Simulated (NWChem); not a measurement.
System: hydrogen isocyanide (CHN); SMILES [C-]#[NH+]

NWChem input:

```
start job
memory heap 200 mb stack 900 mb global 1100 mb
geometry units angstroms noautoz
  C      0.000000     0.000000     0.743906
  N      0.000000     0.000000    -0.427560
  H      0.000000     0.000000    -1.431131
end
basis spherical
  * library 6-311++g**
end
dft
  xc b3lyp
  iterations 150
  mulliken
end
task dft energy
```

Excerpt of the output:

```
             Northwest Computational Chemistry Package (NWChem) 7.3.0
             --------------------------------------------------------

 ORDER OF PRIMARY AXIS IS BEING SET TO 4
 C4V symmetry detected

                             Geometry "geometry" -> ""
                             -------------------------

 Output coordinates in angstroms (scale by  1.889725989 to convert to a.u.)

  No.       Tag          Charge          X              Y              Z
 ---- ---------------- ---------- -------------- -------------- --------------
    1 C                    6.0000     0.00000000     0.00000000     0.74109279
    2 N                    7.0000     0.00000000     0.00000000    -0.43037321
    3 H                    1.0000     0.00000000     0.00000000    -1.43394421

 Effective nuclear repulsion energy (a.u.)      24.1231686442

      Symmetry information
      --------------------

 Group name             C4v
 Group number             18
 Group order               8
 No. of unique centers     3

                                 NWChem DFT Module
                                 -----------------

 Summary of "ao basis" -> "ao basis" (spherical)
 ------------------------------------------------------------------------------
       Tag                 Description            Shells   Functions and Types
 ---------------- ------------------------------  ------  ---------------------
 C                         6-311++g**               10       22   5s4p1d
 N                         6-311++g**               10       22   5s4p1d
 H                         6-311++g**                5        7   4s1p

      Symmetry analysis of basis
      --------------------------

        a1         25
        a2          0
        b1          2
        b2          2
        e          22

            General Information
            -------------------
          SCF calculation type: DFT
          Wavefunction type:  closed shell.
          No. of atoms     :     3
          No. of electrons :    14
           Alpha electrons :     7
            Beta electrons :     7
          Charge           :     0
          Spin multiplicity:     1
          Use of symmetry is: on ; symmetry adaption is: on
          Maximum number of iterations: 150
          AO basis - number of functions:    51
                     number of shells:    25
          Convergence on energy requested:  1.00D-06
          Convergence on density requested:  1.00D-05
          Convergence on gradient requested:  5.00D-04

              XC Information
              --------------
                         B3LYP Method XC Potential
                     Hartree-Fock (Exact) Exchange  0.200
                        Slater Exchange Functional  0.800 local
                    Becke 1988 Exchange Functional  0.720 non-local
              Lee-Yang-Parr Correlation Functional  0.810
                  VWN I RPA Correlation Functional  0.190 local

             Grid Information
             ----------------
          Grid used for XC integration:  medium
          Radial quadrature: Mura-Knowles
          Angular quadrature: Lebedev.
          Tag              B.-S. Rad. Rad. Pts. Rad. Cut. Ang. Pts.
          ---              ---------- --------- --------- ---------
          C                   0.70       49          12.0       434
          N                   0.65       49           9.0       434
          H                   0.35       45          11.0       434
          Grid pruning is: on
          Number of quadrature shells:   143
          Spatial weights used:  Erf1

      Superposition of Atomic Density Guess
      -------------------------------------

 Sum of atomic energies:         -92.47690406

      Non-variational initial energy
      ------------------------------

 Total energy =     -93.115505
 1-e energy   =    -171.733074
 2-e energy   =      54.494401
 HOMO         =      -0.387778
 LUMO         =       0.032221

      Symmetry analysis of molecular orbitals - initial
      -------------------------------------------------

 !! scf_movecs_sym_adapt:    4 vectors were symmetry contaminated

  Symmetry fudging

 !! scf_movecs_sym_adapt:    4 vectors were symmetry contaminated

  Numbering of irreducible representations:

     1 a1          2 a2          3 b1          4 b2          5 e

  Orbital symmetries:

     1 a1          2 a1          3 a1          4 a1          5 e
     6 e           7 a1          8 e           9 e          10 a1
    11 a1         12 a1         13 e          14 e          15 a1
    16 e          17 e

     ---------------------------------------------
      Total Density - Mulliken Population Analysis
     ---------------------------------------------

    Atom       Charge   Shell Charges
 -----------   ------   -------------------------------------------------------
    1 C    6     6.11   1.10  0.89  0.44  0.95  1.05  0.95  0.50  0.14  0.02  0.07
    2 N    7     7.23   1.09  0.90  0.78  0.93  1.83  0.61  1.17 -0.10  0.00  0.02
    3 H    1     0.66   0.21  0.35  0.07 -0.01  0.04

   convergence    iter        energy       DeltaE   RMS-Dens  Diis-err
 ---------------- ----- ----------------- --------- --------- ---------
 d= 0,ls=0.0,diis     1    -93.4099702904 -1.18D+02  6.40D-03  2.92D-01
 d= 0,ls=0.0,diis     2    -93.4227827437 -1.28D-02  4.77D-03  8.13D-02
 d= 0,ls=0.0,diis     3    -93.4158657825  6.92D-03  2.54D-03  1.46D-01
 d= 0,ls=0.0,diis     4    -93.4315020020 -1.56D-02  2.00D-04  2.40D-04
 d= 0,ls=0.0,diis     5    -93.4315248832 -2.29D-05  5.58D-05  1.94D-05
  Resetting Diis
 d= 0,ls=0.0,diis     6    -93.4315273256 -2.44D-06  1.01D-05  8.01D-07
 d= 0,ls=0.0,diis     7    -93.4315274192 -9.36D-08  2.85D-06  1.14D-08

         Total DFT energy =      -93.431527419158
      One electron energy =     -173.076044334105
           Coulomb energy =       68.120798772918
    Exchange-Corr. energy =      -12.599450502214
 Nuclear repulsion energy =       24.123168644243

 Numeric. integr. density =       14.000001009962

                  Occupations of the irreducible representations
                  ----------------------------------------------

                     irrep           alpha         beta
                     --------     --------     --------
                     a1                5.0          5.0
                     a2                0.0          0.0
                     b1                0.0          0.0
                     b2                0.0          0.0
                     e                 2.0          2.0

                       DFT Final Molecular Orbital Analysis
                       ------------------------------------

 Vector    5  Occ=2.000000D+00  E=-3.898447D-01  Symmetry=e
              MO Center= -1.5D-15, -1.3D-15, -1.0D-01, r^2= 1.0D+00
   Bfn.  Coefficient  Atom+Function         Bfn.  Coefficient  Atom+Function
  ----- ------------  ---------------      ----- ------------  ---------------
    29      0.278370  2 N  px                33      0.239011  2 N  px
    30      0.220722  2 N  py                34      0.189514  2 N  py
    25      0.187156  2 N  px                 7      0.179049  1 C  px
    26      0.148398  2 N  py                 8      0.141970  1 C  py
     3      0.120905  1 C  px                 4      0.095866  1 C  py

 Vector    6  Occ=2.000000D+00  E=-3.898447D-01  Symmetry=e
              MO Center= -5.1D-15,  6.4D-15, -1.0D-01, r^2= 1.0D+00
   Bfn.  Coefficient  Atom+Function         Bfn.  Coefficient  Atom+Function
  ----- ------------  ---------------      ----- ------------  ---------------
    30      0.278370  2 N  py                34      0.239011  2 N  py
    29     -0.220722  2 N  px                33     -0.189514  2 N  px
    26      0.187156  2 N  py                 8      0.179049  1 C  py
    25     -0.148398  2 N  px                 7     -0.141970  1 C  px
     4      0.120905  1 C  py                 3     -0.095866  1 C  px

 Vector    7  Occ=2.000000D+00  E=-3.307193D-01  Symmetry=a1
              MO Center=  8.0D-15, -8.0D-15,  1.1D+00, r^2= 1.0D+00
   Bfn.  Coefficient  Atom+Function         Bfn.  Coefficient  Atom+Function
  ----- ------------  ---------------      ----- ------------  ---------------
    10      0.585445  1 C  s                  6      0.379901  1 C  s
     9      0.264850  1 C  pz                32     -0.220689  2 N  s
     5      0.202455  1 C  pz                28     -0.146171  2 N  s
    13      0.134856  1 C  pz                 2     -0.132880  1 C  s
    14      0.111548  1 C  s                 31     -0.108122  2 N  pz

 Vector    8  Occ=0.000000D+00  E=-1.455318D-02  Symmetry=a1
              MO Center= -1.0D-14, -9.6D-15, -2.4D+00, r^2= 5.5D+00
   Bfn.  Coefficient  Atom+Function         Bfn.  Coefficient  Atom+Function
  ----- ------------  ---------------      ----- ------------  ---------------
    48      1.834771  3 H  s                 47      0.898028  3 H  s
    36     -0.855067  2 N  s                 14     -0.727861  1 C  s
    39      0.669539  2 N  pz                32     -0.400046  2 N  s
    35      0.171421  2 N  pz                28     -0.154662  2 N  s
    10     -0.148347  1 C  s                 17      0.111863  1 C  pz

 Vector    9  Occ=0.000000D+00  E=-3.461483D-03  Symmetry=e
              MO Center=  2.0D-16,  7.0D-16,  5.4D-01, r^2= 2.7D+00
   Bfn.  Coefficient  Atom+Function         Bfn.  Coefficient  Atom+Function
  ----- ------------  ---------------      ----- ------------  ---------------
    12      0.564094  1 C  py                16      0.550016  1 C  py
    38     -0.537616  2 N  py                34     -0.356284  2 N  py
     8      0.328197  1 C  py                30     -0.241881  2 N  py
     4      0.217500  1 C  py                26     -0.158790  2 N  py
    11      0.052740  1 C  px                15      0.051423  1 C  px

[...]
```

Level: B3LYP/6-311++G** (spherical d). Geometry: optimised at PBE0/def2-SVP.
